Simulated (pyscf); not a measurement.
Elementary routes open to `[BH3]` + `[CH3][OH]` in the gas phase (singlet surface):
A. `[BH2][OH]` + `[CH4]` (B–H, C–O broken; B–O, C–H formed)
B. `[BH2][CH2][OH]` + `[H][H]` (B–H, C–H broken; B–C, H–H formed)
C. `[BH2][O][CH3]` + `[H][H]` (B–H, H–O broken; B–O, H–H formed)

Structures and frequencies: ωB97X-D3(BJ)/def2-SVP in PySCF.

### Question
Rank the routes by free-energy barrier at 600 K, lowest first, for ωB97M-D3(BJ)/def2-TZVP energies (ideal gas, 1 atm, RRHO with modes under 100 cm⁻¹ raised to 100, one conformer, R ln 2 for chiral ones without a mode under 150 cm⁻¹).

### Answer
C (103.1 kJ/mol), B (158.8 kJ/mol), A (260.3 kJ/mol)

Route C is the fastest of these, ahead of the next by 55.7 kJ/mol. The most stable products are those of A (ΔG = -245.5 kJ/mol), whose barrier is 157.3 kJ/mol higher: the kinetic and the thermodynamic product differ. At 1200 K C is still the fastest. A: On the reactant side the descent ends in an adduct with a B–O contact, 86.3 kJ/mol under the separated species and 268.9 kJ/mol under the saddle at ωB97X-D3(BJ)/def2-TZVP. C: On the reactant side the descent ends in an adduct with a B–O contact, 86.3 kJ/mol under the separated species and 106.8 kJ/mol under the saddle at ωB97X-D3(BJ)/def2-TZVP. Only these routes are compared; each barrier is that of the saddle found, and lower ones may exist.
